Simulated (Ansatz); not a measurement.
A nudged elastic band was laid between two geometries of BFH2 + Cl (5 atoms, charge 0, multiplicity 2).

These are results of UKS PBE0-D4/cc-pVDZ in Ansatz 0.2.0, not measurements.

* movable images: 7
* climbing image: yes
* spring: 5.0 eV/Å²
* optimiser: quadratic models (default)
* start path: through a guess of the saddle point
* force threshold: 0.05 eV/Å
* iteration limit: 60
* end points: relaxed

First end point:

```xyz
5
Properties=species:S:1:pos:R:3
B -0.122 0.000 -0.018
F -0.710 0.005 1.183
H 1.083 -0.022 -0.049
H -0.852 0.019 -0.979
Cl 0.600 -0.001 3.613
```

Last end point:

```xyz
5
Properties=species:S:1:pos:R:3
B -0.026 0.000 -0.142
F 0.012 0.005 1.191
H 1.030 -0.026 -0.727
H -1.114 0.018 -0.666
Cl 0.098 0.004 4.094
```

What changes between the two ends?

No bond is made or broken.

What energy profile does the band end with?

The run converged. The highest image is number 8 of 0 to 8, 0.5 kcal/mol above the first end and 0.0 kcal/mol above the last; the last end lies 0.5 kcal/mol above the first. The highest image is an end point: on this band no image between the ends rises above it. A vibrational analysis next to that end finds imaginary modes (44i cm⁻¹), so it isn't a minimum.

```json
{"image": "0", "path coordinate (Å)": "0.00", "energy (kcal/mol)": "0.0"}
{"image": "1", "path coordinate (Å)": "0.17", "energy (kcal/mol)": "0.0"}
{"image": "2", "path coordinate (Å)": "0.34", "energy (kcal/mol)": "0.1"}
{"image": "3", "path coordinate (Å)": "0.51", "energy (kcal/mol)": "0.2"}
{"image": "4", "path coordinate (Å)": "0.67", "energy (kcal/mol)": "0.3"}
{"image": "5", "path coordinate (Å)": "0.84", "energy (kcal/mol)": "0.4"}
{"image": "6", "path coordinate (Å)": "1.01", "energy (kcal/mol)": "0.4"}
{"image": "7", "path coordinate (Å)": "1.18", "energy (kcal/mol)": "0.5"}
{"image": "8", "path coordinate (Å)": "1.34", "energy (kcal/mol)": "0.5"}
```

The band took 17 iterations and roughly 7 core-minutes.

Time of the run: 3.7 min on 2 threads of Arm Neoverse V2, with other jobs on the host, peak memory 0.13 GiB.
